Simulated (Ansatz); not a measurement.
Elastic constant C44 (GPa) of solids drawn from the class of carbides, at two levels: PBE in Ansatz (PAW), and LDA in Ansatz (plane waves, PAW).

```json
[
 {"solid": "rock-salt ZrC", "PBE": "153", "LDA": "160"},
 {"solid": "rock-salt HfC", "PBE": "171", "LDA": "178"},
 {"solid": "rock-salt TiC", "PBE": "169", "LDA": "177"},
 {"solid": "hexagonal WC", "PBE": "301", "LDA": "331"},
 {"solid": "rock-salt NbC", "PBE": "169", "LDA": "179"},
 {"solid": "rock-salt TaC", "PBE": "179", "LDA": "190"},
 {"solid": "antifluorite Be₂C", "PBE": "203", "LDA": "?"}
]
```

### Question
Estimate the withheld LDA value from the other rows.

### Answer
One way: carry over the typical ratio. The ratios LDA / PBE of the other rows, in order: 1.041, 1.046, 1.047, 1.059, 1.061, 1.100; median 1.0530. Antifluorite Be₂C: 203 × 1.0530 = 214 GPa; the run gives 225 GPa. The ratios spread from 1.041 to 1.100, so such an estimate is rough. Antifluorite Be₂C lies outside that spread.

Over all 7 rows LDA is the larger in 7.

Ansatz's runs of these crystals have no spin polarisation.

Spin–orbit coupling is left out, also for the solids with elements from indium on (rock-salt HfC, hexagonal WC, rock-salt TaC); its size isn't shown.

Each level is taken at its own relaxed cell. Ansatz's density-functional and Hartree–Fock values are scalar-relativistic unless marked +SOC, with PAW data made under PBE.

Ansatz is a program for electronic structure.
